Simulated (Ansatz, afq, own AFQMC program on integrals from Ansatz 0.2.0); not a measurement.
**Where AFQMC and coupled cluster stand for HfOF2, triplet**

```yaml
atoms:
  - { symbol: Hf, position_ang: [-0.1185, 0.0301, 0.0000] }
  - { symbol: O, position_ang: [0.4405, 1.6923, 0.0000] }
  - { symbol: F, position_ang: [0.3710, -0.8539, -1.6420] }
  - { symbol: F, position_ang: [0.3710, -0.8539, 1.6420] }
```

Connectivity, by distances: O–Hf(–F)–F.

Basis def2-SVP with its core potentials. Noble-gas cores (and the filled d shells of Ga–Kr and In–Xe) are frozen. Ansatz 0.2.0 and our own AFQMC program on the same integrals; the CISD trial comes from CCSD amplitudes, and released means the phaseless constraint is let go. Uncertainties: one standard error, sampling alone. No spin–orbit coupling. The metal's outer-core s and p shells are frozen, which shifts wave-function levels against functionals.

Determinant: ROHF, the one that the program's search chose, which needn't be the lowest solution. The geometry is a PBE0/def2-TZVP stationary point of this or a neighbouring charge and spin state.

No full CI on the walks' own integrals is used here. The released AFQMC energy serves as the reference, which it does only where one determinant dominates, the energy is flat over the last release times and near the phaseless one (40 meV or 2 meV an electron, half that with transition metals). On small molecules, where full CI could be run and the noise was under 10 meV, such values lay within 10 meV of it in 19 cases of 20, a flattering rate, since the rule was set on those same cases; what remains of the bias isn't in the error bar.

Cautions: no spin-orbit coupling; outer-core shells of the metal frozen; another spin lies lower (by 3.54 eV); the released value is read at 0.80 1/Eh with a noise of 12 meV, more than in the cases checked, later times being too noisy (meV from the phaseless value at times in 1/Eh: 4 ± 9 at 0.24, -35 ± 28 at 0.48, -16 ± 12 at 0.80, -13 ± 15 at 1.20); released reference can be 30 meV off for metals.

```
T1 diagnostic                               : 0.0226
weight of the determinant in the CISD state : 0.845
size of the correlated space                : 24 electrons in 67 orbitals
```

```csv
level,correlation energy (eV)
MP2,-16.3371
CCSD,-16.5960
CCSD(T),-16.9544
```

**Question.** Estimate where phaseless AFQMC with a CISD trial lies against CCSD(T) on the same integrals.

**Answer.** 1.19 ± 0.16 kcal/mol below CCSD(T).

Reference: AFQMC with the constraint released, correlation energy -17.022 ± 0.012 eV.

```tsv
level	E − E(reference) (kcal/mol)	share of correlation (%)
CCSD(T)	1.57 ± 0.27	99.60
ph-AFQMC/CISD	0.38 ± 0.31	99.90
```

A walk keeps the symmetry of its determinant, which the program's search chose and which needn't be the lowest solution, so a lower state of the same spin and another symmetry isn't excluded. Released energies are given only where the last usable release times agree within the noise; a slower fall can still hide under it.
